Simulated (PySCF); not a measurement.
Bonds broken one at a time in the series Al Cl-NH2. Isolated molecules, 0 K electronic values unless said otherwise. Strings in code marks are SMILES.

The highest occupied spin orbital from two functionals at the same geometries (r2SCAN-D4/def2-TZVP), both in PySCF: PBE-D3(BJ)/def2-TZVP and r2SCAN-D4/def2-TZVP. 

```json
[
 {"species": "radical fragment (`[Cl]`)", "PBE-D3(BJ)/def2-TZVP (eV)": "-8.04", "r2SCAN-D4/def2-TZVP (eV)": "-8.41"},
 {"species": "radical fragment (`[Cl][Al][Cl]`)", "PBE-D3(BJ)/def2-TZVP (eV)": "-5.64", "r2SCAN-D4/def2-TZVP (eV)": "-5.96"},
 {"species": "radical fragment (`[NH2]`)", "PBE-D3(BJ)/def2-TZVP (eV)": "-7.08", "r2SCAN-D4/def2-TZVP (eV)": "-7.41"}
]
```

Over these rows, drawn at random from the members with no instability flagged (it was tested for open shells, ions and some series alone), PBE minus r2SCAN-D4: mean +0.34 eV, from +0.32 eV to +0.37 eV.
